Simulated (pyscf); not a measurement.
PySCF, gas phase, ωB97X-D3(BJ)/def2-SVP geometries. MP2 and CC: frozen core, UHF for open shells. ΔMP2 is the change of the MP2 total energy from the triple- to the quadruple-zeta basis.

Problem. For hydrogen chloride (HCl) + F–Sn:–Cl [singlet] → F–SnH(Cl)–Cl, an insertion (singlet surface; Cl–H broken, Cl–Sn, H–Sn formed), PBE/def2-TZVP gives ΔE‡ = 1.28 eV and ΔE = -0.16 eV (zero: the separated reactants). In which direction and how far do r²SCAN/def2-TZVP, B3LYP-D3(BJ)/def2-TZVP, CCSD(T)/def2-TZVPP + ΔMP2(QZVPP) move these?

Solution. r²SCAN: ΔE‡ = 1.27 eV, ΔE = -0.40 eV; B3LYP-D3(BJ): ΔE‡ = 1.54 eV, ΔE = -0.18 eV; CCSD(T): ΔE‡ = 1.59 eV, ΔE = -0.38 eV. PBE's barrier lies among them. Its reaction energy lies over all of them, by 0.02 to 0.24 eV. On the reactant side the descent ends in a complex (not fully relaxed), 0.26 eV under the separated species and 1.81 eV under the saddle at ωB97X-D3(BJ)/def2-TZVP. This is the saddle that the search found; another between the same sides may lie lower. The CCSD(T) − MP2 part came from Ansatz, without density fitting, on the same reference. The frozen core leaves the outer d or s,p core shells of the metals and heavy elements correlated in the MP2 and CC values, and def2-TZVPP describes them poorly, which can shift differences by a few kcal/mol. Elements past Kr carry the def2 core potentials, without spin-orbit coupling.
